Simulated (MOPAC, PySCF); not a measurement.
BF₃, SMILES `FB(F)F`, neutral singlet in the gas phase. 

Cartesian coordinates (Å):
```xyz
4

F      1.1411    -0.6419     0.1310
B      0.0000     0.0000     0.0000
F     -1.1232    -0.6737    -0.1257
F     -0.0179     1.3156    -0.0054
```
Charge 0, spin multiplicity 1.

All levels are single points at this geometry (B3LYP-D3(BJ)/def2-TZVP); Pople sets use spherical d functions. Orbital energies aren't observables, and empty levels follow the basis.

| level | HOMO (eV) | LUMO (eV) | gap (eV) | dipole (D) | vertical IE, Delta-SCF (eV) |
|---|---|---|---|---|---|
| B3LYP-D3(BJ)/def2-TZVP in PySCF | -11.90 | 0.03 | 11.93 | 0.00 | 15.21 |
| PBE-D3(BJ)/def2-TZVP in PySCF | -10.00 | -0.39 | 9.61 | 0.00 | 14.42 |
| B3LYP/3-21G in PySCF | -11.02 | 0.87 | 11.88 | 0.00 | – |
| B3LYP/6-311+G** in PySCF | -12.00 | -0.49 | 11.50 | 0.00 | – |
| B3LYP/6-31G* in PySCF | -11.25 | 1.02 | 12.27 | 0.00 | 14.79 |
| PBE/6-31G* in PySCF | -9.32 | 0.22 | 9.54 | 0.00 | 13.98 |
| SVWN5/6-31G* in PySCF | -9.54 | -0.14 | 9.40 | 0.00 | 14.28 |
| HF/3-21G in PySCF | -17.62 | 5.03 | 22.66 | 0.00 | – |
| HF/6-31G* in PySCF | -17.70 | 5.47 | 23.16 | 0.00 | 16.34 |
| HF/STO-3G in PySCF | -13.01 | 9.21 | 22.22 | 0.00 | – |
| AM1 in MOPAC | -14.93 | 1.70 | 16.63 | 0.00 | – |
| PM3 in MOPAC | -17.24 | -0.56 | 16.67 | 0.00 | – |
| PM7 in MOPAC | -14.86 | -0.76 | 14.10 | 0.00 | – |
